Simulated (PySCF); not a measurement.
Consider `ClC[C@@H]1CO1` (C3H5ClO). Atom numbers as in the mapped SMILES `[Cl:1][CH2:2][C@@H:3]1[CH2:4][O:5]1`. These are map numbers, not IUPAC locants.

Computed at ωB97X-D3(BJ)/ma-def2-TZVP // PBE0-D3(BJ)/def2-SVP with PySCF (density fitting, grid level 2). The prefix ma- adds one diffuse s and one diffuse p function on all atoms but H. ωB97X-D3(BJ) is ωB97X-V with D3(BJ) in place of VV10. Zero-point and thermal terms (298.15 K, 1 bar) come from unscaled PBE0-D3(BJ)/def2-SVP harmonic frequencies, with soft modes damped to free rotors in the entropy.

**Question.** What are the vertical and the adiabatic ionisation energy for forming the radical cation?

**Answer.** 10.76 eV vertical and 10.49 eV adiabatic, the latter with zero-point energy.

**Question.** Where does the unpaired spin of the relaxed radical cation sit?

**Answer.** O5 (ether oxygen) 0.63, Cl1 (chlorine) 0.17, C2 (methylene carbon) 0.10 (intrinsic atomic orbital populations).

**Question.** What oxidation potential follows in DMF (IEF-PCM), given that Fc+/Fc comes at 4.54 V absolute with this functional and basis?

**Answer.** In the gas phase ΔG of oxidation is 10.468 eV, and solvation is -20.2 kJ/mol for the parent and -261.7 kJ/mol for the product, so the absolute potential is 7.97 V, or 3.42 V against Fc+/Fc. Fc+/Fc in DMF, 4.54 V, is ωB97X-D3(BJ)/ma-def2-TZVP on PBE0-D3(BJ)/def2-SVP structures with GFN2-xTB thermal terms. Benchmark calculations put it near 5.0 V in acetonitrile and DMSO, so it is about 0.5 V low, and the value against it can read up to that much too high. The solvent is electrostatics only, on gas-phase structures; the absolute scale refers to an electron at rest in vacuum.

**Question.** How far is −ε(HOMO) from the vertical value by ΔSCF?

**Answer.** −ε(HOMO) = 10.78 eV, which is 0.02 eV above the ΔSCF value.

Note: spin-orbit coupling is left out of the energies, which matters for open shells on the heavier atoms.

Differences come from unrounded values, so a last digit can differ from that of the printed terms.
